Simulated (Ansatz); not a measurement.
Relaxed structures of SiNH4S (charge +1), closed shell (PBE0-D4/def2-TZVP; forces vanish, vibrations not checked; lower isomers may exist, and structures with a doubtful reference or unclear bonds are left out; Å). Program: Ansatz 0.2.0. Basis: def2-TZVPP. Cores are frozen in the correlated methods.

**Question.** Rank them by CCSD(T) energy, lowest first, and give each one's height above the lowest. Links in brackets join atoms within 1.22 times the sum of their covalent radii (1.1 for two metals). (Judge from chemistry; the value comes from the calculation.)
A.
SiNH₄S ([NH3][Si][SH]), total charge +1
```
7
angstrom
N -0.7169 0.4366 -0.9156
Si -0.0937 0.0131 0.9404
S 1.7827 -0.5592 0.2113
H -1.6819 0.7678 -0.9038
H -0.1542 1.1657 -1.3589
H -0.6856 -0.3772 -1.5332
H 2.2453 -0.8571 1.4424
```
B.
SiNH₄S ([SiH2][NH][SH]), total charge +1
```
7
angstrom
N -0.0402 -0.0420 0.4888
Si -0.7672 0.5395 -0.8696
S 1.6756 -0.0251 0.6771
H -2.2313 0.6760 -0.8480
H 0.1095 0.9086 -1.9858
H -0.5688 -0.3087 1.3149
H 1.8535 -1.3570 0.5693
```
C.
SiNH₄S ([NH2][SiH][SH]), total charge +1
```
7
angstrom
N -0.8237 0.6273 -0.8703
Si -0.0508 -0.1904 0.3252
S 1.9794 -0.4014 0.2653
H -1.8279 0.7538 -0.8765
H -0.3710 1.0539 -1.6678
H -0.8801 -0.7416 1.4033
H 1.9741 -1.1015 1.4208
```

**Answer.** The calculation gives: C (0.0 kJ/mol), A (23.7 kJ/mol), B (212.7 kJ/mol). Heights count from the lowest.

The T1 diagnostic stays at or below 0.017. The restricted Hartree–Fock reference is unstable towards an unrestricted one at one or more of these structures.

For scale, one of the runs: CCSD(T)/def2-TZVPP, 171 basis functions, launched by `ansatz run in.yaml --threads 2 --pin off --events-out ev --progress --plain --max-ram 4352MiB`. The run took 23 s on 2 CPU threads of an AMD EPYC 7R43 (shared host), with 1.3 GiB of host memory at its peak.
